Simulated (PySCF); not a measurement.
# SiC+: bond curves at several levels of theory

The task here is to estimate one member of a computed series from the others.

Method: Si def2-TZVPPD, C def2-TZVPPD, no relativity; program: PySCF 2.14.0.

The first run:

The job is set up so:

```json
{
  "atoms": "Si, C",
  "charge": "1",
  "basis": "Si def2-TZVPPD, C def2-TZVPPD",
  "Hamiltonian": "no relativity",
  "basis functions": "85",
  "electrons treated": "19",
  "masses in u": "27.9769, 12.0000",
  "levels": "PBE0, PBE, r²SCAN, TPSS, B2PLYP, B3LYP, M06-L, MN15, CAM-B3LYP, HF, MP2, SCS-MP2, CCSD, CCSD(T)",
  "grid": "80 radial by 434 angular points",
  "occupations": "held fixed by the projection of orbital angular momentum",
  "dissociation limit": "Si+ + C, each in its ground configuration",
  "starting distance in angstrom": "1.925",
  "values of 2S to try": "1, 3"
}
```

Command:

```
OMP_NUM_THREADS=2 python dia.py task.json out
```

Steps of the session up to this table: Set-up; The PBE0 curve of the state that the search chose; Other states along the same grid; PBE; r²SCAN; TPSS; B2PLYP (double hybrid); B3LYP (global hybrid GGA); M06-L (meta-GGA); MN15; CAM-B3LYP (range-separated hybrid); UHF (mean field); Correlated methods on the Hartree–Fock reference.

One of the session's tables, all rows but one given; the rest of the session is left out.

Energy (eV) from each level's lowest point:

```
R (Å)    UHF  UHF-MP2  UHF-SCS-MP2  UHF-CCSD  UHF-CCSD(T)
1.565  0.909    1.024        1.000       n/a          n/a
1.638  0.355    0.440        0.422     0.457        0.488
1.711  0.075    0.124        0.114     0.135        0.155
1.765  0.000    0.019        0.014     0.025        0.035
1.820      ?        ?            ?         ?            ?
1.875  0.093    0.047        0.052     0.041        0.030
1.947  0.278    0.188        0.200     0.173        0.145
2.038  0.594    0.452        0.471     0.421        0.370
2.148  1.038    0.854        0.877     0.788        0.706
2.293  1.636    1.499        1.500       n/a          n/a
```

Estimate the missing values for R (Å) = 1.820.

Worked estimate for «UHF». A straight line through the neighbours (1.765, 0.000) and (1.875, 0.093) gives 0.000 + (0.093 − 0.000) × (1.820 − 1.765) / (1.875 − 1.765) = 0.047; a parabola fitted to 4 rows on both sides gives 0.014.

**Answer.** UHF: 0.013; UHF-MP2: 0.000; UHF-SCS-MP2: 0.000; UHF-CCSD: 0.000; UHF-CCSD(T): 0.000. In «UHF» the line misses by +0.034 and the parabola by +0.001.

Caveats from the session: Lowest PBE0 solution found, without spin–orbit coupling: ⁴Σ⁻ (quartet), unpaired electrons σ ↑, π ↑↑. Warnings in the runs' records: inverted.
